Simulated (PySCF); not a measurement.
**SMILES C1(=O)C=C1O, C3H2O2**

Molfile (atoms numbered from 1):
```
C3H2O2
     RDKit          3D

  7  7  0  0  0  0  0  0  0  0999 V2000
   -1.1848   -1.8010    0.4578 O   0  0  0  0  0  0  0  0  0  0  0  0
   -0.6906   -0.7200    0.3065 C   0  0  0  0  0  0  0  0  0  0  0  0
   -0.6819    0.6952    0.4736 C   0  0  0  0  0  0  0  0  0  0  0  0
    0.3462    0.1404   -0.1825 C   0  0  0  0  0  0  0  0  0  0  0  0
    1.4705    0.4461   -0.7960 O   0  0  0  0  0  0  0  0  0  0  0  0
   -1.1351    1.6055    0.8414 H   0  0  0  0  0  0  0  0  0  0  0  0
    1.8806   -0.3610   -1.1280 H   0  0  0  0  0  0  0  0  0  0  0  0
  1  2  2  0
  2  3  1  0
  3  4  2  0
  4  5  1  0
  4  2  1  0
  3  6  1  0
  5  7  1  0
M  END
```

The calculation used PySCF 2.14.0, quadratic response CAM-B3LYP/aug-cc-pVTZ first hyperpolarisability, Taylor convention, gas phase. Geometry: PBE0-D3(BJ)/def2-TZVP.

Question: Give β for the processes computed.

Answer: In 10⁻³⁰ esu, Taylor convention; the vector part is βᵢ = ⅓ Σⱼ (βᵢⱼⱼ + βⱼᵢⱼ + βⱼⱼᵢ); β∥ is 3/5 of the vector part along the dipole, the dipole points from − to +:
| process | λ (nm) | β vector norm | β∥ | β HRS | depolarisation ratio |
| --- | --- | --- | --- | --- | --- |
| static β(0;0,0) | ∞ | 1.35 | -0.28 | 0.52 | 6.48 |
| second harmonic β(−2ω;ω,ω) | 1907 | 1.41 | -0.30 | 0.55 | 6.44 |
| Pockels β(−ω;ω,0) | 1907 | 1.37 | -0.29 | – | – |
| second harmonic β(−2ω;ω,ω) | 1064 | 1.56 | -0.35 | 0.61 | 6.34 |
| Pockels β(−ω;ω,0) | 1064 | 1.41 | -0.30 | – | – |

Question: Which lowest excitations, dipole and polarisabilities go with it?

Answer: S1 5.21 eV (f = 0.000); S2 5.67 eV (f = 0.007); S3 6.22 eV (f = 0.000); dipole 3.50 D; isotropic α 40.9 au static, 41.0 au at 1907 nm, 41.3 au at 1064 nm, 41.4 au at 953.5 nm, 42.4 au at 532 nm.
